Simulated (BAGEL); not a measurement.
# SiH3O (SMILES [O][SiH3]): UHF/def2-TZVP (density fitting with qzvpp-jkfit)

What is the energy change on altering one bond length of SiH3O at UHF/def2-TZVP (density fitting with qzvpp-jkfit)? 

Program for the calculation: BAGEL 1.2.2.

2 further runs of the same task are left out: 1 that didn't finish, 1 set aside as unsound or not needed.

## (1) The molecule

SiH3O: 5 atoms, total charge 0, spin state doublet. As SMILES, `[O][SiH3]`. Geometry: relaxed at GFN2-xTB.

Bond lengths: O1–Si2 1.530 Å, Si2–H3 1.490 Å, Si2–H4 1.494 Å, Si2–H5 1.496 Å. Angles: O1–Si2–H3 115.3°, O1–Si2–H4 114.5°, O1–Si2–H5 114.3°, H3–Si2–H4 104.6°, H3–Si2–H5 104.2°, H4–Si2–H5 102.6°.

## (2) A single-point energy at UHF/def2-TZVP (density fitting with qzvpp-jkfit)

Input file job.json:

```json
{ "bagel" : [

{
  "title" : "molecule",
  "basis" : "def2-tzvp.json",
  "df_basis" : "qzvpp-jkfit",
  "angstrom" : "true",
  "geometry" : [
    { "atom" : "O", "xyz" : [   -1.416610,    0.267850,    0.690210 ] },
    { "atom" : "Si", "xyz" : [   -0.065850,    0.007840,    0.019870 ] },
    { "atom" : "H", "xyz" : [   -0.120650,   -0.242400,   -1.447490 ] },
    { "atom" : "H", "xyz" : [    0.685890,   -1.159260,    0.572930 ] },
    { "atom" : "H", "xyz" : [    0.917210,    1.125960,    0.164480 ] }
  ]
},
{
  "title" : "uhf",
  "nopen" : 1
},
{
  "title" : "print",
  "file" : "orbitals.molden",
  "orbitals" : "true"
}

]}
```

The basis set def2-TZVP is read from a file made from the Basis Set Exchange's data (not shown).

The run is started by

```console
BAGEL_NUM_THREADS=1 BAGEL job.json > job.out
```

Standard output:

```text
* using 1 threads per process

  ===============================================================
  ===============================================================

  *** Geometry ***

  { "atom" : "O", "xyz" : [     -2.677005,      0.506163,      1.304308 ] },
  { "atom" : "Si", "xyz" : [     -0.124438,      0.014815,      0.037549 ] },
  { "atom" : "H", "xyz" : [     -0.227995,     -0.458070,     -2.735360 ] },
  { "atom" : "H", "xyz" : [      1.296144,     -2.190684,      1.082681 ] },
  { "atom" : "H", "xyz" : [      1.733276,      2.127756,      0.310822 ] },

  Number of auxiliary basis functions:      259

  Since a DF basis is specified, we compute 2- and 3-index integrals:
    o Being stored without compression. Storage requirement is 0.015 GB

  Number of basis functions:       86
  Number of electrons      :       25

    * METHOD: MOLECULE                             0.12

  *** Open-shell HF ***

  === Nuclear Repulsion ===
    59.2808867397

      * DIIS with orbital gradients will be used.

  === UHF iteration (def2-tzvp.json) ===
      0       -365.09240112          0.06807066           0.05
      1       -365.02630792          0.08187889           0.05
      2       -365.05850560          0.07751923           0.05
      3       -365.50244996          0.00738761           0.05
      4       -365.52748250          0.00583674           0.05
      5       -365.54416477          0.00238997           0.05
      6       -365.54765844          0.00064707           0.05
      7       -365.54804295          0.00020408           0.06
      8       -365.54816247          0.00010733           0.06
      9       -365.54819792          0.00002749           0.06
     10       -365.54821358          0.00000860           0.06
     11       -365.54821527          0.00000347           0.06
     12       -365.54821537          0.00000267           0.06
     13       -365.54821538          0.00000217           0.07
     14       -365.54821538          0.00000133           0.06
     15       -365.54821539          0.00000083           0.06
     16       -365.54821540          0.00000075           0.06
     17       -365.54821540          0.00000074           0.06
     18       -365.54821540          0.00000074           0.06
     19       -365.54821540          0.00000074           0.05
     20       -365.54821540          0.00000073           0.05
     21       -365.54821540          0.00000073           0.05
     22       -365.54821541          0.00000072           0.05
     23       -365.54821542          0.00000070           0.05
     24       -365.54821545          0.00000067           0.05
     25       -365.54821550          0.00000065           0.05
     26       -365.54821550          0.00000063           0.05
     27       -365.54821555          0.00000063           0.05
     28       -365.54821560          0.00000040           0.05
     29       -365.54821564          0.00000124           0.05
     30       -365.54821564          0.00000074           0.05
     31       -365.54821565          0.00000099           0.05
     32       -365.54821565          0.00000026           0.05
     33       -365.54821565          0.00000008           0.05
     34       -365.54821565          0.00000003           0.05
     35       -365.54821565          0.00000002           0.05
     36       -365.54821565          0.00000001           0.06
    * SCF iteration converged.

    * S^2 (UHF) is 0.7588

    * Permanent dipole moment:
           (   -0.178225,     0.022600,     0.061965) a.u.

    * METHOD: UHF                                  2.19

    * METHOD: PRINT                                0.04

  ===============================================================
```

It took 2.5 s on 1 thread of Arm Neoverse N1, shared host; peak memory 0.081 GiB.

## (3) The distorted shape, same level

Input file calc.json:

```json
{ "bagel" : [

{
  "title" : "molecule",
  "basis" : "def2-tzvp.json",
  "df_basis" : "qzvpp-jkfit",
  "angstrom" : true,
  "geometry" : [
    { "atom" : "O", "xyz" : [   -2.318702,    1.668377,    0.026535 ] },
    { "atom" : "Si", "xyz" : [   -0.967942,    1.408367,   -0.643805 ] },
    { "atom" : "H", "xyz" : [   -1.022742,    1.158127,   -2.111165 ] },
    { "atom" : "H", "xyz" : [    0.685890,   -1.159260,    0.572930 ] },
    { "atom" : "H", "xyz" : [    0.015118,    2.526487,   -0.499195 ] }
  ]
},
{ "title" : "uhf", "nopen" : 1 },
{ "title" : "print", "file" : "orbitals.molden", "orbitals" : true }

]}
```

The basis set def2-TZVP is read from a file made from the Basis Set Exchange's data (not shown).

The run is started by

```console
BAGEL_NUM_THREADS=1 BAGEL calc.json > calc.out
```

Standard output:

```text
* using 1 threads per process

  ===============================================================
  ===============================================================

  *** Geometry ***

  { "atom" : "O", "xyz" : [     -4.381712,      3.152776,      0.050144 ] },
  { "atom" : "Si", "xyz" : [     -1.829145,      2.661428,     -1.216615 ] },
  { "atom" : "H", "xyz" : [     -1.932702,      2.188543,     -3.989524 ] },
  { "atom" : "H", "xyz" : [      1.296144,     -2.190684,      1.082681 ] },
  { "atom" : "H", "xyz" : [      0.028569,      4.774368,     -0.943342 ] },

  Number of auxiliary basis functions:      259

  Since a DF basis is specified, we compute 2- and 3-index integrals:
    o Being stored without compression. Storage requirement is 0.015 GB

  Number of basis functions:       86
  Number of electrons      :       25

    * METHOD: MOLECULE                             0.12

  *** Open-shell HF ***

  === Nuclear Repulsion ===
    55.7489395566

      * DIIS with orbital gradients will be used.

  === UHF iteration (def2-tzvp.json) ===
      0       -365.05535806          0.06927970           0.05
      1       -364.87501102          0.09289186           0.05
      2       -364.95595797          0.08687501           0.05
      3       -365.44523884          0.00618848           0.05
      4       -365.44922517          0.00143266           0.05
      5       -365.44960102          0.00027629           0.05
      6       -365.44962229          0.00008574           0.05
      7       -365.44962489          0.00004331           0.05
      8       -365.44962606          0.00001453           0.05
      9       -365.44962646          0.00000459           0.05
     10       -365.44962667          0.00000313           0.05
     11       -365.44962682          0.00000198           0.05
     12       -365.44962712          0.00000177           0.05
     13       -365.44962720          0.00000180           0.05
     14       -365.44962643          0.00000147           0.05
     15       -365.44962556          0.00000088           0.05
     16       -365.44962527          0.00000040           0.05
     17       -365.44962522          0.00000030           0.05
     18       -365.44962522          0.00000017           0.05
     19       -365.44962521          0.00000008           0.05
     20       -365.44962522          0.00000005           0.05
     21       -365.44962522          0.00000004           0.05
     22       -365.44962522          0.00000002           0.05
     23       -365.44962522          0.00000002           0.05
     24       -365.44962522          0.00000001           0.05
    * SCF iteration converged.

    * S^2 (UHF) is 0.7519

    * Permanent dipole moment:
           (   -1.626129,     0.653059,     0.530866) a.u.

    * METHOD: UHF                                  1.39

    * METHOD: PRINT                                0.04

  ===============================================================
```

Run time: 1.7 s. Hardware: 1 thread of Arm Neoverse N1, shared host; peak memory 0.081 GiB.

## (4) Results

Level: UHF/def2-TZVP (density fitting with qzvpp-jkfit).

```
                                                          quantity          value
                                         first shape: total energy  -365.54822 Eh
                                        first shape: dipole moment         0.48 D
                                                 first shape: ⟨S²⟩          0.759
                                     distorted shape: total energy  -365.44963 Eh
                                    distorted shape: dipole moment         4.65 D
                                             distorted shape: ⟨S²⟩          0.752
energy change with the Si2–H4 bond stretched from 1.494 to 3.288 Å       2.683 eV
```

What this shows: With the Si2–H4 bond stretched from 1.494 to 3.288 Å the energy rises by 2.68 eV (62 kcal/mol). The first shape isn't relaxed at this level, so the change isn't measured from a minimum.
